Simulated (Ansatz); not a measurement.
`C/C(F)=C\O` + H₂ → `O/C=C\F` + CH₄  (hydrogenolysis of a C–C bond)

Calculated with Ansatz (gas phase, PBE0-D4/def2-TZVP geometries, no zero-point term in ΔE). CCSD(T)/CBS adds triple-zeta CCSD(T) − MP2 to the extrapolated MP2 energy (def2 sets, frozen cores). This one scheme is used for every species. Double bonds are as drawn, so ΔE can hold a change between cis and trans. DFT in def2-TZVPP. B3LYP here is the variant with VWN-RPA as its local correlation; programs differ in this. One conformer a species, not always the lowest.

`C/C(F)=C\O`:

Cartesian coordinates in Å:
```
C -0.098 -0.815 0.922
C 0.309 -0.379 -0.432
F 0.937 -1.354 -1.132
C 0.149 0.795 -1.031
O -0.447 1.899 -0.513
H 0.774 -1.120 1.508
H -0.609 -0.022 1.472
H -0.776 -1.670 0.864
H 0.511 0.949 -2.039
H -0.750 1.717 0.381
```

H₂:

```xyz
2

H     0.289   -0.217    0.094
H    -0.289    0.217   -0.094
```

`O/C=C\F`:

```xyz
7

O     1.282   -0.780    0.245
C     0.544    0.288   -0.120
C    -0.778    0.353   -0.105
F    -1.498   -0.715    0.303
H     0.687   -1.487    0.518
H     1.132    1.136   -0.444
H    -1.370    1.207   -0.396
```

CH₄:

Cartesian coordinates in Å:
```
C 0.000 0.000 0.000
H 0.865 -0.422 0.511
H -0.706 -0.796 -0.236
H 0.323 0.485 -0.921
H -0.482 0.733 0.647
```

```json
{"level": "PBE-D4", "ΔE (eV)": "-0.60"}
{"level": "B3LYP-D4", "ΔE (eV)": "-0.66"}
{"level": "PBE", "ΔE (eV)": "-0.64"}
{"level": "CCSD(T)/def2-TZVPP", "ΔE (eV)": "-0.65"}
```

What does CCSD(T)/CBS give? (Estimate.)

Ansatz gave: -0.65 eV. The listed levels differ from it by 0.05, -0.01, 0.01, 0.00 eV.

Largest T1 diagnostic among the species: 0.013.

The D4 term adds +0.07 eV with B3LYP and +0.04 eV with PBE0; it sums over pairs of atoms, weighted by their polarisabilities, and B3LYP, whose exchange is more repulsive, gets the larger term. In def2-TZVPP, CCSD(T) changes the Hartree–Fock value by +0.19 eV (the triples alone add +0.04 eV) and MP2 by +0.23 eV.
